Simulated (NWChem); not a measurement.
Species: hydrogen isocyanide (CHN); SMILES [C-]#[NH+]

Results from NWChem. Pople sets run with spherical d functions. Each level has its own optimisation; frequencies are unscaled.

For level Hartree-Fock/STO-3G:

* **r H–N (Å)**: 1.011
* **highest harmonic frequency (cm⁻¹)**: 4229
* **lowest (cm⁻¹)**: 702
* **dipole (D)**: 2.46

Estimate the same quantities for level Hartree-Fock/6-31+G*.

r H–N (Å): 0.986
highest harmonic frequency (cm⁻¹): 4069
lowest (cm⁻¹): 540
dipole (D): 2.93
